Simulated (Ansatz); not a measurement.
Candidates: diamond-structure Ge, bcc Ta, fcc Cu, fcc Ir, grey tin (α-Sn), fcc Pd. Level: HSE06 in Ansatz (PAW).

Ansatz's runs of these crystals have no spin polarisation. Meta-GGA and hybrid levels favour moments, which can bear on fcc Pd.

Spin–orbit coupling is left out, also for the solids with elements from indium on (bcc Ta, fcc Ir, grey tin (α-Sn)); its size isn't shown.

Ansatz's density-functional and Hartree–Fock values are scalar-relativistic unless marked +SOC, with PAW data made under PBE.

Problem. Order them by their equilibrium lattice constant a at this level, smallest first.

Solution. bcc Ta (3.306 Å), fcc Cu (3.633 Å), fcc Ir (3.825 Å), fcc Pd (3.909 Å), diamond-structure Ge (5.685 Å), grey tin (α-Sn) (6.556 Å)

Ansatz is a first-principles code.
